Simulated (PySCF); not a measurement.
# `InChI=1S/C5H6/c1-3-5-4-2/h3,5H,1-2H2`

Cartesian coordinates in Å; atom numbers follow the order of the lines, from 1:
```xyz
11

C     1.962    1.423    0.746
C     0.930    0.645    0.626
C    -0.110   -0.139    0.502
C    -0.697   -0.515   -0.773
C    -1.756   -1.313   -0.893
H     2.972    1.023    0.758
H     1.850    2.499    0.839
H    -0.570   -0.539    1.404
H    -0.222   -0.105   -1.660
H    -2.249   -1.735   -0.024
H    -2.162   -1.568   -1.864
```

Computed with quadratic response CAM-B3LYP/def2-TZVPD first hyperpolarisability, Taylor convention, gas phase in PySCF 2.14.0. Geometry: PBE0-D3(BJ)/def2-TZVP.

What is the first hyperpolarisability, and how does it disperse?

In au, Taylor convention; the vector part is βᵢ = ⅓ Σⱼ (βᵢⱼⱼ + βⱼᵢⱼ + βⱼⱼᵢ); β∥ is 3/5 of the vector part along the dipole, the dipole points from − to +:
| process | λ (nm) | β vector norm | β∥ | β HRS | depolarisation ratio |
| --- | --- | --- | --- | --- | --- |
| static β(0;0,0) | ∞ | 66.8 | 33.0 | 26.7 | 5.66 |
| second harmonic β(−2ω;ω,ω) | 1907 | 73.2 | 36.5 | 29.2 | 5.74 |
| Pockels β(−ω;ω,0) | 1907 | 68.8 | 34.1 | – | – |
| second harmonic β(−2ω;ω,ω) | 1064 | 91.1 | 46.4 | 36.2 | 5.84 |
| Pockels β(−ω;ω,0) | 1064 | 73.7 | 36.8 | – | – |

Which lowest excitations, dipole and polarisabilities go with it?

S1 5.43 eV (f = 0.000); S2 5.81 eV (f = 0.000); S3 5.91 eV (f = 0.859); dipole 0.25 D; isotropic α 71.3 au static, 71.7 au at 1907 nm, 72.5 au at 1064 nm, 72.8 au at 953.5 nm, 76.7 au at 532 nm.
